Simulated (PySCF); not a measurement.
Compound: C₄H₅N.
InChI=1S/C4H5N/c1-2-4-3-5-4/h2-4H,1H2/t4-/m0/s1

Computed, not measured: EOM-IP-CCSD/aug-cc-pVDZ in PySCF, restricted Hartree–Fock reference, frozen core, non-relativistic, gas phase, PBE0-D3(BJ)/def2-SVP geometry.

Hartree–Fock orbital energies give these Koopmans values (eV): HOMO 9.39, HOMO-1 11.70, HOMO-2 12.32, HOMO-3 14.19, HOMO-4 14.57, HOMO-5 16.51, HOMO-6 17.19, HOMO-7 18.34.

Task: What vertical ionisation energies does EOM-IP-CCSD give?

Result: 
| leading hole (HF orbital) | Koopmans (eV) | EOM-IP-CCSD (eV) | change (eV) | one-hole share |
| --- | --- | --- | --- | --- |
| HOMO | 9.39 | 9.23 | -0.16 | 0.96 |
| HOMO-1 | 11.70 | 11.26 | -0.44 | 0.96 |
| HOMO-2 | 12.32 | 11.46 | -0.86 | 0.94 |
| HOMO-3 | 14.19 | 13.13 | -1.06 | 0.95 |
| HOMO-4 | 14.57 | 13.29 | -1.28 | 0.95 |
| HOMO-5 | 16.51 | 14.78 | -1.73 | 0.94 |
| HOMO-6 | 17.19 | 15.70 | -1.49 | 0.94 |
| HOMO-7 | 18.34 | 16.44 | -1.90 | 0.91 |

Task: Does the order of the lines follow the orbital energies?

Result: Yes, no two lines change places. The corrections run from -1.90 to -0.16 eV, with a mean of -1.12 eV over the 8 lines; no line lies above its Koopmans value. Koopmans values leave out both the relaxation of the orbitals and the change in correlation energy.

Task: At what kinetic energies would He I light (21.22 eV) eject these electrons?

Result: 11.99 eV (HOMO), 9.96 eV (HOMO-1), 9.76 eV (HOMO-2), 8.09 eV (HOMO-3), 7.93 eV (HOMO-4), 6.44 eV (HOMO-5), 5.52 eV (HOMO-6), 4.78 eV (HOMO-7).

Task: What total energy has the lowest final state, and which wavelength reaches it?

Result: E(CCSD) + ionisation energy = -209.50273 + 0.33914 = -209.16359 Eh, at the geometry of the initial state. The threshold wavelength is 1239.84 eV nm/9.23 eV = 134.3 nm.

One root was sought for each valence orbital with −ε under 21 eV, eight at most, so deeper holes and satellites are missing; no vibrational structure.

Conformer computed: `[CH2:1]=[CH:2][C@H:3]1[CH:4]=[N:5]1`: C1–C2–C3–C4 154°.

One conformer stands for the species.
